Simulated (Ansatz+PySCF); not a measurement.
## singlet CH3BO: levels of theory in one basis

```xyz
6

B    -0.0071    0.0024   -1.3298
C     0.0071   -0.0066    0.1804
O    -0.0086    0.0029    1.3103
H     0.0052   -1.1747   -1.6380
H    -1.0258    0.5959   -1.6516
H     1.0270    0.5844   -1.6504
```

Basis set: def2-SVP (spherical functions). Left uncorrelated: 3 orbitals. Charge 0, multiplicity 1.

Computed with Ansatz (development build ahead of 0.2.0); each method stands on the lowest determinant of its kind that the runs found.

| method | E − E(RHF) (eV) | <S²> of the determinant |
| --- | --- | --- |
| RHF | 0.00 | 0.00 |
| RHF-MP2 | -11.12 | – |
| RHF-CCSD | -11.73 | – |

Q: What does RHF-CCSD(T) give on the same scale?

A: -12.16 eV.

Q: Is a single determinant a sound starting point here?

A: By this sign, yes. Unrestricted orbitals gain 0.00 eV and <S²> is 0.00 against 0.00 for a pure state.
